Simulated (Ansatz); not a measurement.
This script drives the Python package of Ansatz (0.2.0).

`alclh4si.xyz`
```text
7

Al   -0.96410    0.36450   -0.81310
Si    0.81290   -0.21790    0.52880
Cl    0.17810   -1.69920    1.86100
H    -1.65800   -0.66970   -1.74770
H    -1.53000    1.91230   -0.83500
H     1.29570    0.97340    1.27510
H     1.92670   -0.73140   -0.31480
```

Script `alclh4si_composite.py`:
```python
"""A composite energy for AlClH4Si: DFT geometry, MP2 basis limit, coupled-cluster correction."""

import ansatz
import numpy as np


def main() -> None:
    alclh4si = ansatz.Crystal.molecule_from_extxyz("alclh4si.xyz")

    model = alclh4si.calculation().basis(gaussian="def2-SVP").functional("b3lyp")
    symbols = [site.symbol for site in alclh4si.cartesian_sites]
    start = np.array([site.position_ang for site in alclh4si.cartesian_sites], dtype=float)
    summary = model.relax(force_tolerance=0.01).run().report
    end = np.array(summary["positions_ang"])
    print("final positions (A) and the move of each atom")
    for symbol, xyz, old in zip(symbols, end, start):
        print(f"{symbol:2s} {xyz[0]:10.5f} {xyz[1]:10.5f} {xyz[2]:10.5f}   {np.linalg.norm(xyz - old):7.4f}")

    minimum = ansatz.Crystal.molecule()
    for symbol, place in zip(symbols, end):
        minimum = minimum.atom(symbol, place.tolist())
    at_minimum = minimum.calculation()
    # MP2 extrapolated to the basis limit, plus the small-basis difference CCSD(T) - MP2
    level = lambda method, basis: at_minimum.basis(gaussian=basis).correlation(method).run().report
    small, large, cluster = level("mp2", "cc-pVDZ"), level("mp2", "cc-pVTZ"), level("ccsd_t", "cc-pVDZ")
    corr = lambda each: (each["free_energy_ev"] - each["reference_energy_ev"]) / 27.211386246
    mp2_limit = (27 * corr(large) - 8 * corr(small)) / 19
    pieces = {"HF / cc-pVTZ": large["reference_energy_ev"] / 27.211386246, "MP2 correlation, DZ-TZ limit": mp2_limit, "CCSD(T) - MP2 / cc-pVDZ": corr(cluster) - corr(small)}
    for name, value in pieces.items():
        print(f"{name:32s} {value:14.6f} Ha")
    print(f"{'sum':32s} {sum(pieces.values()):14.6f} Ha")
    print("T1 diagnostic", round(cluster["correlation"]["coupled_cluster"]["t1_diagnostic"], 4))


if __name__ == "__main__":
    main()
```

It is started by `python alclh4si_composite.py`. How long does it take on 1 thread of Arm Neoverse V2, on a shared host, and how much memory does it need?

It took about 23 s, with a peak of 0.33 GiB, for 4 runs of the engine.

Output of `python alclh4si_composite.py`:
```text
final positions (A) and the move of each atom
Al   -1.05399    0.43302   -0.87952    0.1311
Si    0.88383   -0.17351    0.51872    0.0843
Cl    0.14766   -1.70425    1.77533    0.0911
H    -1.77349   -0.72135   -1.69510    0.1370
H    -1.60597    1.92076   -0.93668    0.1272
H     1.41239    0.90692    1.40398    0.1861
H     2.05086   -0.72960   -0.23242    0.1490
HF / cc-pVTZ                        -992.752857 Ha
MP2 correlation, DZ-TZ limit          -0.429730 Ha
CCSD(T) - MP2 / cc-pVDZ               -0.057619 Ha
sum                                 -993.240206 Ha
T1 diagnostic 0.0108
```

Caveats:
- Total energies depend on the basis set; only differences at equal settings carry meaning.
- The sum leaves out core correlation, relativity, the Hartree-Fock basis error and zero-point energy; a DZ-TZ extrapolation is rough.
- b3lyp holds the VWN-RPA fit, as in Gaussian; the form of ORCA and Turbomole is b3lyp5.
- Inner cores stay frozen, so this is valence correlation.
- For Al to Cl the sets with a tight d function, cc-pV(X+d)Z, are usual.
- An extrapolation from small basis sets is rough.
